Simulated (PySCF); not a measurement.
## The first ionisation energy along group 16

Calculated with PySCF 2.14 from differences of total energies of unrestricted determinants, without spin-orbit coupling. Values in eV. The last column holds reference values (NIST; (s) semi-empirical, (t) theoretical, else measured). Unmarked ones compare directly (S terms, centres of terms, or small fine structure); those marked * lie between the lowest fine-structure levels and include a spin-orbit shift.

```csv
element,configurations,UHF,MP2 (valence),SCS-MP2 (valence),PBE,PBE0,MP2 (valence and next inner shell),reference
"O (x2c-QZVPPall with one added diffuse shell each of s, p, d, f type, spin-free X2C)",[He] 2s2 2p4 → [He] 2s2 2p3,12.015,13.407,13.532,14.047,13.834,13.420,13.608
"S (x2c-QZVPPall with one added diffuse shell each of s, p, d, f type, spin-free X2C)",[Ne] 3s2 3p4 → [Ne] 3s2 3p3,9.221,10.074,10.174,10.413,10.387,10.074,10.336
"Se (x2c-QZVPPall with one added diffuse shell each of s, p, d, f type, spin-free X2C)",[Ar] 3d10 4s2 4p4 → [Ar] 3d10 4s2 4p3,8.543,9.333,9.418,9.642,9.626,9.395,9.635
"Te (x2c-QZVPPall with one added diffuse shell each of s, p, d, f type, spin-free X2C)",[Kr] 4d10 5s2 5p4 → [Kr] 4d10 5s2 5p3,7.733,8.443,8.520,8.742,8.738,8.523,8.749
```

Question: Which of these methods has the smallest mean absolute error against the measured values here?

Answer: PBE0, with 0.074 eV.

```
                            method  elements  mean error (eV)  mean absolute error (eV)  largest error (eV)
                               UHF         4           -1.204                     1.204              -1.593
                     MP2 (valence)         4           -0.268                     0.268              -0.306
                 SCS-MP2 (valence)         4           -0.171                     0.171              -0.229
                               PBE         4            0.129                     0.132               0.439
                              PBE0         4            0.064                     0.074               0.226
MP2 (valence and next inner shell)         4           -0.229                     0.229              -0.262
```

Errors include the incompleteness of the basis and the frozen core.

"Valence" correlates the outer s and p shells and, in groups 3 to 12 and the f block, the outer d or f shell, open or full, or the next shell where the ion has no valence electron left; the wider scheme adds the next inner shell.
